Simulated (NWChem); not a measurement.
**Correlation energy of CH3O**

```
C
O 1 1.3547
H 1 1.1119 2 114.49
H 1 1.1123 3 110.68 2 -130.69
H 1 1.1191 3 105.72 4 -113.45
```
Charge 0, spin multiplicity 2.

Everything below was run with NWChem. All single points use one geometry, from UB3LYP/def2-SVP, a minimum by its harmonic frequencies.

Basis set: 6-31G*. Each correlation energy counts from its own Hartree-Fock reference.

```tsv
method	correlation energy (mHa)
CCSD(T) on ROHF	-304.1
CCSD on ROHF	-297.9
CCSD[T] on UHF	-299.9
CCSD[T] on ROHF	-304.8
CCSD on UHF	-293.2
SCS-UMP2	-261.3
UMP2	-263.6
CCSD(T) on UHF	-299.2
```

The values span 43.5 mHa, from CCSD[T] on ROHF (lowest) to SCS-UMP2 (highest). 

The correlated methods keep 2 core orbitals frozen. The Pople sets run with spherical d functions. The structure started from a generated list of species. No SCF solution was tested for a lower state. Open-shell Hartree-Fock references start from PBE0 orbitals. Coupled-cluster values serve here as a point of comparison, not as the truth.
